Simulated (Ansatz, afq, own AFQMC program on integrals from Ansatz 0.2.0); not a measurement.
Integrals from Ansatz 0.2.0, then the random walk in our own AFQMC program (afq).

```yaml
crystal:
  periodic: [false, false, false]
  atoms:
    - {symbol: Al, position_ang: [0.000000, 0.002041, 1.192722]}
    - {symbol: C, position_ang: [0.000000, -0.010237, -2.328257]}
    - {symbol: H, position_ang: [0.000000, 1.385939, 1.977062]}
    - {symbol: H, position_ang: [0.000000, -1.350780, 2.028919]}
    - {symbol: H, position_ang: [0.000000, -1.014144, -2.757858]}
    - {symbol: H, position_ang: [-0.874941, 0.523162, -2.716187]}
    - {symbol: H, position_ang: [0.874941, 0.523162, -2.716187]}
basis:
  gaussian: {orbitals: 6-31G}
magnetization: {spin_polarized: false}
correlation: {method: ccsd_t, electrons: outside_noble_gas, hamiltonian_folder: ham}
```

```sh
$ ansatz run in.yaml --threads 1 --pin off --events-out ev --progress --plain --max-ram 1382MiB
```

afq runs on the folder ham with

```
--method phaseless --trial mp1 --walkers 2 --populations 1 --least-time 40 --time-step 0.01 --steps-per-block 25 --equilibration-blocks 40 --max-blocks 240 --target-error 0.00168 --factor-cut 1e-05 --seed 3979 --taylor-order 8
```

Times are imaginary, in 1/Eh. The walk had a cap of 90 s.

```
orbitals 26  electrons 6 6  factors 169 of 425
reference energy -282.47478285 Eh
CCSD correlation -0.19754384 Eh in 11 cycles, weight of the determinant in the CISD state 0.7967
energy of the start -282.629931 Eh
 block  time / (1/Eh)  mean weight  energy / Eh
     1     0.250  0.9730  -282.634826
     2     0.500  1.0081  -282.637356
     3     0.750  0.9886  -282.641939
     4     1.000  1.0001  -282.636584
     5     1.250  1.0100  -282.644352
     9     2.250  1.0189  -282.651986
    29     7.250  0.9955  -282.659321
    57    14.250  0.9990  -282.670651
    85    21.250  1.0095  -282.680014
   113    28.250  1.0089  -282.657257
   141    35.250  0.9820  -282.651700
   148    37.000  1.0115  -282.643797
   169    42.250  1.0112  -282.713245
   176    44.000  1.0167  -282.802160
   197    49.250  0.9869  -282.659297
   225    56.250  0.9993  -282.679338
   253    63.250  0.9875  -282.700444
   274    68.500  1.0050  -282.749902
blocks merged  error / Eh  count
     1  0.002198  240
     2  0.002810  120
     4  0.003366  60
     8  0.003938  30
    16  0.004984  15
energy -282.679580 +/- 0.003938 Eh
(rows thinned)
```

The run passed its tests (sampling time, drift between the halves within three errors, error under three times the target), which doesn't prove that it has relaxed. The second half of the sampling lies below the first by 1.5 errors of their difference, so the energy may still be moving and its error bar be too small.

Against this walk (error 107.2 meV) on the same determinant: CCSD(T) 18.8 meV lower (within the noise), CCSDT(Q) 61.1 meV lower (within the noise), a separate phaseless walk with a CISD trial and standard settings 42.6 ± 108.9 meV lower (within the noise). The error is statistical and leaves out the bias of the constraint. None of these is a sure reference here.

A setting was made bad on purpose (too few walkers), so the walk's energy isn't to be trusted.

Cautions: constraint bias not in the error; error above the target (107.2 against 45.7 meV); higher spins were not checked; restricted determinant unstable towards unrestricted (UHF 1.34 eV lower, ⟨S²⟩ 0.88); strong correlation (T1 0.022, weight of the determinant 0.80, largest double 0.38); the CCSD(T) amplitudes may be one of several solutions (largest double 0.38); the CCSDT(Q) amplitudes may be one of several solutions (largest double 0.42); so few walkers bias the energy; the time-step error isn't removed.

CCSDT and higher add their correlation energy to the determinant of the CCSD(T) run, since their own runs factorise the integrals more tightly (a shift of under 2 meV). A walk keeps the symmetry of its determinant, which the program's search chose and which needn't be the lowest solution, so a lower state of the same spin and another symmetry isn't excluded.
